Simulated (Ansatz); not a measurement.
**Worked example: correlation energy of HCN, singlet**

Geometry: a point of a stretch scan, not a stationary point.

```csv
atom,x (Å),y (Å),z (Å)
N,0.0000,0.0000,-0.9809
C,0.0000,0.0000,-0.0439
H,0.0000,0.0000,1.0248
```

Basis 6-31G; Ansatz 0.2.0. Only valence electrons are correlated (noble-gas cores frozen), which leaves 10 electrons in 18 orbitals. R marks a restricted (for open shells ROHF) determinant.

Full CI is exact within this basis and frozen core; it isn't the basis-set limit.

Runs differ by some tens of microhartree through their thresholds, so steps under 0.03 kcal/mol mean nothing.

```
    level  total energy (hartree)
      RHF              -92.648966
     RMP2              -92.817640
    RCCSD              -92.827468
 RCCSD(T)              -92.831288
   RCCSDT              -92.831435
RCCSDT(Q)              -92.832042
  RCCSDTQ              -92.832007
  full CI              -92.832049
```

**Question.** What is the correlation energy at full CI, and what share of it do RMP2 and RCCSD recover?

**Answer.** E(corr) = -92.832049 − (-92.648966) = -0.183083 hartree = -4.982 eV. RMP2: -0.168674 / -0.183083 = 92.13 %. RCCSD: -0.178502 / -0.183083 = 97.50 %.

**Question.** By how many kcal/mol does RCCSD(T) miss full CI (1 hartree = 627.509 kcal/mol), and which steps make up the rest?

**Answer.** -92.831288 − (-92.832049) = 0.000761 hartree = 0.48 kcal/mol. Steps: RCCSDT − RCCSD(T) = -0.09, RCCSDT(Q) − RCCSDT = -0.38, RCCSDTQ − RCCSDT(Q) = 0.02, full CI − RCCSDTQ = -0.03 kcal/mol. That is within 1 kcal/mol of the reference in this basis, which itself misses far more of the correlation at the basis-set limit.
